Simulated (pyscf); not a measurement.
This saddle point was located with ωB97X-D3(BJ)/def2-SVP in PySCF.

```xyz
8

O     -0.4465     1.6219     0.7120
Ti    -0.9829     0.2050    -0.2088
O      0.1794    -1.1230    -0.2287
F     -1.5119     0.6871    -1.9382
F     -2.5950    -0.3174     0.2763
H      0.3344     1.9147     1.1904
H      0.2932    -2.0772    -0.2447
H     -2.7087     0.6002    -2.3843
```
Charge 0, spin multiplicity 2.

Surface: doublet, charge 0. Lowest wavenumbers (cm⁻¹): 2412i, 144, 145, 167, 182.

What reaction is this the transition state of?

HO–Ti(OH)(F)–F (SMILES [OH][Ti]([OH])([F])[F]) + H• (SMILES [H]) ⇌ [HO–Ti(OH)–F]• (SMILES [OH][Ti]([OH])[F]) + HF (SMILES F), an atom transfer read from left to right: F–Ti broken and F–H formed. At ωB97M-D3(BJ)/def2-TZVP it lies +91.1 kJ/mol from the left side and +129.4 kJ/mol from the right (each side as separated species at their lowest minima found). On the product side the descent ends in an adduct with a F–Ti contact, 49.1 kJ/mol under the separated species and 176.9 kJ/mol under the saddle at ωB97X-D3(BJ)/def2-TZVP. What is counted as broken (F–Ti) persists as a longer contact in the product adduct; parting that adduct is a step of its own. At ωB97X-D3(BJ) the barrier from the zero used here is 101.5 kJ/mol. This is the saddle that the search found; another between the same sides may lie lower. The angle at the transferred F is 125°: a side-on saddle, likely not the lowest. Open-shell species with a d-block atom are single-reference here; other states, and whether the spin sits on metal or ligand, were not checked.
